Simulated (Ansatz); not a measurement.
The input, for Ansatz 0.2.0:

```yaml
crystal:
  periodic: [false, false, false]
  atoms:
    - {symbol: Al, position_ang: [0.000000, 0.000000, -0.130833]}
    - {symbol: Ga, position_ang: [0.000000, 0.000000, -2.801333]}
    - {symbol: H, position_ang: [0.000000, 0.000000, 2.932167]}
basis:
  gaussian: {orbitals: STO-3G}
magnetization: {spin_polarized: false, initial_magnetization: 1}
correlation: {active_space: {window: {electrons: 1, orbitals: 4}, fixed_orbitals: true}}
accuracy: high
output: {forces: true}
```

```sh
$ ansatz run in.yaml --threads 1 --pin off --events-out ev --progress --plain --max-ram 2393MiB
```

The program prints:

```
378 factors; integrals over basis functions are off by at most 6.1e-9 eV
mean field evaluation 1: about -58231.1020 eV, gradient 7.0e0 eV
mean field evaluation 2: about -58231.1252 eV, gradient 7.0e0 eV
mean field evaluation 4: about -58236.0190 eV, gradient 6.1e0 eV
mean field evaluation 8: about -58236.2209 eV, gradient 4.7e0 eV
mean field evaluation 16: about -58238.0963 eV, gradient 5.0e-3 eV
mean field evaluation 32: about -58238.0963 eV, gradient 8.8e-3 eV
mean field evaluation 64: about -58237.7565 eV, gradient 4.9e0 eV
mean field evaluation 96: about -58236.1391 eV, gradient 6.7e-3 eV
mean field evaluation 128: about -58236.5599 eV, gradient 3.7e0 eV
mean field evaluation 160: about -58236.1668 eV, gradient 1.4e0 eV
mean field evaluation 192: about -58237.7271 eV, gradient 5.9e0 eV
mean field evaluation 224: about -58238.9485 eV, gradient 4.4e-1 eV
mean field evaluation 256: about -58238.8991 eV, gradient 2.7e-5 eV
mean field evaluation 288: about -58238.7915 eV, gradient 5.7e-2 eV
mean field evaluation 320: about -58235.1438 eV, gradient 5.3e0 eV
mean field -58238.99511286 eV, -2140.2435945889 hartree, gradient 2.2e-8 eV, S^2 0.750000; 25 other end points of the search recorded, 0 dependent functions left out
reference -58238.99511286 eV, -2140.2435945889 hartree; 23, 22 occupied and 5, 6 virtual orbitals, 378 factors
state -58238.99511286 eV, -2140.2435945889 hartree
the calculation of the forces begins
Total energy: -58238.99511286 eV, -2140.2435945889 hartree
Atom 0 at     0.000000     0.000000    -0.130833 Å, force     0.000000    -0.000000     1.719181 eV/Å
Atom 1 at     0.000000     0.000000    -2.801333 Å, force    -0.000000     0.000000     1.206083 eV/Å
Atom 2 at     0.000000     0.000000     2.932167 Å, force     0.000000    -0.000000    -2.925264 eV/Å
Dipole moment:     0.000000    -0.000000     0.314555 e Å
```

Forces (eV/Å):
```
Al   0.000  0.000  1.719
Ga   0.000  0.000  1.206
H    0.000  0.000 -2.925
```

Ran on 1 thread of Arm Neoverse V2, shared host: 2.5 s wall, 0.08 GiB peak host memory.
